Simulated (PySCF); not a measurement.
## Magnetisability: `[H]/N=C/OC=O`, C$_{2}$H$_{3}$NO$_{2}$

Geometry:
| atom | x (Å) | y (Å) | z (Å) |
| --- | --- | --- | --- |
| N1 | -1.080 | 0.853 | -0.459 |
| C2 | -0.899 | -0.159 | 0.244 |
| O3 | 0.320 | -0.715 | 0.467 |
| C4 | 1.463 | -0.222 | -0.056 |
| O5 | 1.608 | 0.721 | -0.757 |
| H6 | -2.036 | 1.172 | -0.550 |
| H7 | -1.643 | -0.760 | 0.786 |
| H8 | 2.276 | -0.880 | 0.300 |

The calculation used GIAO B97-2/def2-SVPD magnetisability, rotational g tensor and spin-rotation constants, non-relativistic, gas phase in PySCF 2.14.0. Geometry: GFN2-xTB.

(1) How diamagnetic is it, and how anisotropic?

(2) Split it along the inertial axes a, b, c into diamagnetic and paramagnetic parts about the centre of mass, with the quadrupole moment.

(3) And the rotational g tensor?

Results:

(1) Isotropic -493 × 10⁻³⁰ J/T², or -29.7 × 10⁻⁶ cm³/mol; principal values -625, -440, -414 × 10⁻³⁰ J/T², anisotropy 199 × 10⁻³⁰ J/T² (root of half the summed squared differences of the principal values). The susceptibility is in cgs units.

(2) 
| axis | χ (10⁻⁶ cm³/mol) | diamagnetic (10⁻⁶ cm³/mol) | paramagnetic (10⁻⁶ cm³/mol) | summed x² of all electrons (Å²) | quadrupole Θ (D Å) |
| --- | --- | --- | --- | --- | --- |
| a | -25.3 | -155.3 | 130.0 | 62.2 | +7.31 |
| b | -26.2 | -289.1 | 262.9 | 30.7 | -5.53 |
| c | -37.6 | -394.4 | 356.7 | 5.9 | -1.77 |

Anisotropies 2χaa − χbb − χcc = +13.2 and 2χbb − χaa − χcc = +10.6 × 10⁻⁶ cm³/mol. Θ is traceless in Buckingham's convention.

(3) 
```csv
axis,rotational constant (GHz),g,nuclear part,electronic part
a,11.3285,-0.1432,0.5486,-0.6918
b,4.9433,-0.0429,0.5677,-0.6106
c,3.4415,-0.0149,0.5619,-0.5768
```
Asymmetric top; isotopes 12C, 1H, 14N, 16O; no vibrational averaging.
